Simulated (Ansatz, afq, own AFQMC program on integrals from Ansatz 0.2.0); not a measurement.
**BO, doublet in cc-pVTZ, levels against CCSDT(Q)**

```
atom   x (Å)   y (Å)   z (Å)
   B  0.0000  0.0000  0.0000
   O  0.0000  0.0000  1.2006
```

Basis cc-pVTZ. Only valence electrons are correlated. Ansatz 0.2.0 and our own AFQMC program on the same integrals; the CISD trial comes from CCSD amplitudes, and released means the phaseless constraint is let go. Free AFQMC starts from the CCSD state and is never constrained. Its projection time is finite, and what remains of the start isn't in its error. Uncertainties: one standard error, sampling alone.

Determinant: UHF, the one that the program's search chose, which needn't be the lowest solution. The geometry is a PBE0/def2-TZVP stationary point of this or a neighbouring charge and spin state.

No full CI on the walks' own integrals is used here; CCSDT(Q) serves as the reference and is uncertain by about the last step of the cluster series.

Cautions: the ph-AFQMC/CISD walk drifts between its halves (2.6 errors).

```
T1 diagnostic                               : 0.0288
weight of the determinant in the CISD state : 0.900
⟨S²⟩ of the determinant                     : 0.799
size of the correlated space                : 9 electrons in 58 orbitals
```

Reference: CCSDT(Q), correlation energy -8.568 eV. The released energy is read at 2.40 1/Eh (meV from the phaseless value at times in 1/Eh: -6 ± 5 at 0.24, -11 ± 5 at 0.51, -18 ± 6 at 0.99, -12 ± 5 at 1.62, -14 ± 6 at 2.40).

| level | E − E(reference) (kJ/mol) | share of correlation (%) |
| --- | --- | --- |
| HF | 826.7 | 0.00 |
| MP2 | 44.8 | 94.58 |
| CCSD | 41.9 | 94.93 |
| CCSD(T) | 4.2 | 99.49 |
| CCSDT | 2.8 | 99.66 |
| ph-AFQMC/HF | -5.7 ± 3.5 | 100.69 |
| ph-AFQMC/CISD | 2.1 ± 0.4 | 99.75 |
| released AFQMC | 0.7 ± 0.6 | 99.92 |
| free AFQMC | 0.4 ± 2.4 | 99.95 |

Free projections are given only where their last times agree within the noise and don't stop above the reference; a slow remainder of the start can still hide under it. A walk keeps the symmetry of its determinant, which the program's search chose and which needn't be the lowest solution, so a lower state of the same spin and another symmetry isn't excluded. Released energies are given only where the last usable release times agree within the noise; a slower fall can still hide under it.
